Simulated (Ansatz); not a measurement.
# Active spaces for C₃H₅, doublet

Computed with Ansatz's Gaussian-basis code (development build). Basis cc-pVDZ, nonrelativistic, 3 orbitals frozen in the corrections. State-specific CASSCF; RHF is the lowest restricted (open-shell) Hartree–Fock solution met. On stretched bonds single-reference methods can fail or change state. No symmetry is imposed, so a solution can break that of the shape. Lower solutions, or ones in other orbitals, may exist.

Geometry:

| atom | x (Å) | y (Å) | z (Å) |
| --- | --- | --- | --- |
| C | 0.0000 | -0.2315 | 1.2240 |
| C | 0.0003 | 0.4426 | 0.0128 |
| C | 0.0005 | -0.1610 | -1.2350 |
| H | 0.0000 | -1.3177 | 1.2625 |
| H | 0.0004 | 1.5327 | 0.0441 |
| H | -0.9298 | -0.4055 | -1.7409 |
| H | -0.0001 | 0.2987 | 2.1706 |
| H | 0.9242 | -0.4089 | -1.7473 |

What do CASSCF and its corrections give against RHF in CAS(3,3), and what are the occupations?

CASSCF -0.819 eV, SC-NEVPT2 -10.740 eV; occupations 1.90, 1.00, 0.10.

How do single-reference totals in the same basis and frozen core stand against SC-NEVPT2 in CAS(3,3)?

CCSD(T) -1.416 eV. Coupled cluster stands on the determinant that it favours, which can lie over the RHF solution above, and is in doubt where the occupations are far from 0, 1 and 2.
